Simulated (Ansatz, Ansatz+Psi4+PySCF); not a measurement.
```xyz
6

C    -0.0471    0.6644    0.0000
O    -0.0471   -0.7585    0.0000
H    -1.0930    0.9698    0.0000
H     0.8785   -1.0485    0.0000
H     0.4371    1.0804    0.8918
H     0.4371    1.0804   -0.8918
```

Basis set: cc-pVTZ (spherical functions). Correlated methods keep 2 orbitals frozen. Charge 0, multiplicity 1.

Computed with Ansatz (development build ahead of 0.2.0); free ground-state atoms in the same class of orbitals, no zero-point energy, no relativity.

The atomization energy of singlet CH₄O from measured heats of formation, zero-point and thermal terms removed is 22.224 eV (G2/97 set, Curtiss et al., J. Chem. Phys. 106, 1063 (1997), as shipped with ASE); it holds spin-orbit and other relativistic effects.

Task: How far do RHF-CCSD(T), RHF-MP2 miss it in this basis?

Result:

```
     method  atomization energy (eV)  computed − measured (eV)
RHF-CCSD(T)                   21.684                    -0.540
    RHF-MP2                   21.894                    -0.330
```
